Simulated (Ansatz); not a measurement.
Write a Python script for the Python package of Ansatz (0.2.0) that makes vertical and adiabatic energies of changing the electron count of CO. Level of theory (for the species named): PBE, def2-TZVP basis, multiplicity 1.

```tsv
atom	x (Å)	y (Å)	z (Å)
C	0.4816	-0.1556	0.2481
O	-0.4816	0.1556	-0.2481
```

Script `adiabatic_co.py`:
```python
"""Vertical and adiabatic ionisation of CO."""

import itertools

import ansatz as az
from ase import Atoms
from ase.data import atomic_numbers, covalent_radii
import numpy as np


def main() -> None:
    atoms = Atoms(["C", "O"], positions=[
        [0.48158, -0.1556, 0.24809],
        [-0.48158, 0.1556, -0.24809],
    ])
    system = az.Crystal.molecule_from_ase(atoms)

    setup = (
        system.calculation()
        .basis(gaussian="def2-TZVP")
        .functional("PBE")
    )
    symbols = [site.symbol for site in system.cartesian_sites]
    start = np.array([site.position_ang for site in system.cartesian_sites], dtype=float)
    data = setup.relax(force_tolerance=0.01).run(threads=1, backend="cpu").report
    end = np.array(data["positions_ang"])

    minimum = az.Crystal.molecule()
    for symbol, place in zip(symbols, end):
        minimum = minimum.atom(symbol, place.tolist())
    ion = (
        minimum.calculation()
        .basis(gaussian="def2-TZVP")
        .functional("PBE")
        .charge(1)
        .spin("collinear", total=1)
    )
    vertical = ion.run(threads=1, backend="cpu").report
    settled = ion.relax(force_tolerance=0.01, max_steps=80).run(threads=1, backend="cpu").report
    print(f"vertical ionisation energy   {vertical['free_energy_ev'] - data['free_energy_ev']:.3f} eV")
    print(f"adiabatic, no zero point     {settled['free_energy_ev'] - data['free_energy_ev']:.3f} eV")
    print(f"relaxation energy of the ion {vertical['free_energy_ev'] - settled['free_energy_ev']:.3f} eV")
    ionised = np.array(settled["positions_ang"])
    # pairs closer than 1.2 times the sum of covalent radii, before or after
    radius = [covalent_radii[atomic_numbers[s]] for s in symbols]
    span = lambda where, i, j: np.linalg.norm(where[i] - where[j])
    bonded = [(i, j) for i, j in itertools.combinations(range(len(symbols)), 2) if min(span(end, i, j), span(ionised, i, j)) < 1.2 * (radius[i] + radius[j])]
    print("pair        before    after (A)")
    for i, j in bonded:
        print(f"{symbols[i]}{i}-{symbols[j]}{j}".ljust(10), f"{span(end, i, j):8.4f} {span(ionised, i, j):8.4f}")


if __name__ == "__main__":
    main()
```

Output of `python adiabatic_co.py`:
```text
vertical ionisation energy   13.858 eV
adiabatic, no zero point     13.846 eV
relaxation energy of the ion 0.012 eV
pair        before    after (A)
C0-O1        1.1365   1.1222
```

The energies are electronic: no zero-point or thermal terms, and the basis set is short of its limit. The product may relax into another structure. The relaxation finds the nearest minimum, so the adiabatic value is an upper bound. The whole script took 8.6 s on 1 thread of Arm Neoverse N1, on a shared host, peak memory 0.17 GiB.
